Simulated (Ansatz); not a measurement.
Antiferromagnetic (type II) rock-salt NiO, treated with PBE in Ansatz (PAW).

Numerical settings: plane-wave cutoff 930 eV, 14×14×14 k mesh, Fermi–Dirac smearing 0.01 eV, spin-polarised with opposed moments, scalar-relativistic PAW data made under PBE.

Starting structure:

```yaml
crystal:
  lattice:
    - [4.18000, 2.09000, 2.09000]
    - [2.09000, 4.18000, 2.09000]
    - [2.09000, 2.09000, 4.18000]
  atoms:
    - { symbol: Ni, position: [0.00000, 0.00000, 0.00000] }
    - { symbol: Ni, position: [0.50000, 0.50000, 0.50000] }
    - { symbol: O, position: [0.25000, 0.25000, 0.25000] }
    - { symbol: O, position: [0.75000, 0.75000, 0.75000] }
```

Q: Into what structure does the relaxation of cell and atoms lead at this level, with the symmetry of the start kept?

A: The volume grows by 0.9 %; final space group R-3m.
```yaml
crystal:
  lattice:
    - [4.18356, 2.08274, 2.08274]
    - [2.08274, 4.18356, 2.08274]
    - [2.08274, 2.08274, 4.18356]
  atoms:
    - { symbol: Ni, position: [0.00000, 0.00000, 0.00000] }
    - { symbol: Ni, position: [0.50000, 0.50000, 0.50000] }
    - { symbol: O, position: [0.25000, 0.25000, 0.25000] }
    - { symbol: O, position: [0.75000, 0.75000, 0.75000] }
```

Ansatz is a quantum-chemistry and plane-wave program.
